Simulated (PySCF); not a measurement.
Level of theory: B3LYP-D3(BJ)/def2-TZVP // B3LYP-D3(BJ)/def2-SVP (PySCF). All species are isolated molecules in the gas phase. B3LYP has the VWN-RPA correlation part, as in Gaussian. 

Reference species (SMILES): `N` (neutral, multiplicity 1).

```yaml
dipole_moment: 1.78 D
HOMO–LUMO gap: 8.03 eV
```

Changed species: `COC` (free base O(CH3)2; the reference has free base NH3).

Problem. Give the shifts of the dipole moment and HOMO–LUMO gap.

Solution. the dipole moment falls by 0.59 D, to 1.19 D; the HOMO–LUMO gap rises by 0.19 eV, to 8.22 eV.
